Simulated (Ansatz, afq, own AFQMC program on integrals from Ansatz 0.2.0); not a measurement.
**BGeH4, doublet: AFQMC among the cluster methods**

```xyz
6

Ge    0.0000    0.0000    0.3387
B     0.0000    0.0000   -2.0193
H     0.0000    1.2553    1.2233
H     0.0000   -1.2553    1.2233
H     0.0000    1.0424   -2.5987
H     0.0000   -1.0424   -2.5987
```

Connectivity, by distances: GeH2–BH2.

Basis 6-31G. Only valence electrons are correlated. Integrals, coupled cluster, full CI and functionals: Ansatz 0.2.0; the random walks run on the same integrals in our own AFQMC program. ph-AFQMC/CISD is guided by a CISD state made of CCSD amplitudes; releasing the constraint for a short imaginary time cuts its bias at the price of noise, slowly where states lie close. ± is one standard error of the sampling. No spin–orbit coupling.

Determinant: UHF, the one that the program's search chose, which needn't be the lowest solution. The geometry is a point of a scan.

No full CI on the walks' own integrals is used here. The released AFQMC energy serves as the reference, which it does only where one determinant dominates, the energy is flat over the last release times and near the phaseless one (40 meV or 2 meV an electron, half that with transition metals). On small molecules, where full CI could be run and the noise was under 10 meV, such values lay within 10 meV of it in 19 cases of 20, a flattering rate, since the rule was set on those same cases; what remains of the bias isn't in the error bar.

Cautions: no relativity below Rb; no spin-orbit coupling; inner d shell frozen; the released value is read at 2.40 1/Eh (meV from the phaseless value at times in 1/Eh: 2 ± 10 at 0.24, 5 ± 8 at 0.51, -3 ± 7 at 0.99, 6 ± 8 at 1.62, 8 ± 9 at 2.40).

```
T1 diagnostic                               : 0.0264
weight of the determinant in the CISD state : 0.894
⟨S²⟩ of the determinant                     : 0.768
size of the correlated space                : 11 electrons in 31 orbitals
```

Reference: AFQMC with the constraint released, correlation energy -3.689 ± 0.009 eV.

| level | E − E(reference) (kcal/mol) | share of correlation (%) |
| --- | --- | --- |
| HF | 85.08 ± 0.21 | 0.00 |
| MP2 | 23.16 ± 0.21 | 72.77 |
| CCSD | 2.61 ± 0.21 | 96.93 |
| CCSD(T) | 0.64 ± 0.21 | 99.24 |
| ph-AFQMC/HF | -0.37 ± 0.75 | 100.44 |
| ph-AFQMC/CISD | -0.18 ± 0.33 | 100.22 |

A walk keeps the symmetry of its determinant, which the program's search chose and which needn't be the lowest solution, so a lower state of the same spin and another symmetry isn't excluded. Released energies are given only where the last usable release times agree within the noise; a slower fall can still hide under it.
